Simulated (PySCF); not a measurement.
## Mayer bond orders and bond lengths

2-butynedinitrile, C4N2.
Numbering: `[N:1]#[C:2][C:3]#[C:4][C:5]#[N:6]`

Geometry (PBE0-D3(BJ)/def2-SVP, Å), atoms numbered from 1 in this order:
```xyz
6
C4N2 angstrom
N     -3.1150   -0.1343    0.3648
C     -1.9568   -0.0839    0.2760
C     -0.5905   -0.0243    0.1711
C      0.6230    0.0289    0.0764
C      1.9895    0.0877   -0.0283
N      3.1477    0.1366   -0.1169
```

Bond orders from the PBE0/pcSseg-1 density (PySCF). Isolated species at its PBE0-D3(BJ)/def2-SVP geometry, gas phase.

**Question.** How far do the computed orders between heavy atoms stray from the drawn ones?

**Answer.** The largest departure is 1.109, at C3–C4 (drawn triple, 1.891). Drawn double or triple, more than 0.30 short of the drawn order: C3–C4 (1.891).

**Question.** Give the Mayer order of every bond, beside its length.

**Answer.** 
```tsv
bond	drawn as	length (Å)	Mayer order
N1–C2	triple	1.163	2.852
C2–C3	single	1.372	1.108
C3–C4	triple	1.218	1.891
C4–C5	single	1.372	1.108
C5–N6	triple	1.163	2.852
```

By pair of heavy elements: C–N: all 2 within 0.02 of one another (2.852 to 2.852). C–C: lowest C2–C3 and C4–C5 (1.108, 1.372 Å), highest C3–C4 (1.891, 1.218 Å). Bonds named together lie within 0.004.

**Question.** Sum the orders of all bonds at each heavy atom with more than one neighbour and set the sums beside the valence in the SMILES.

**Answer.** C2 3.960 (drawn 4), C3 2.999 (drawn 4), C4 2.999 (drawn 4), C5 3.960 (drawn 4). Orders between atoms that aren't bonded are not in these sums.

Mayer orders depend on the basis set.

These values come from a run that also computed NMR shieldings. The run took 4.4 s of wall time on one thread of an Arm Neoverse V1 (shared host).
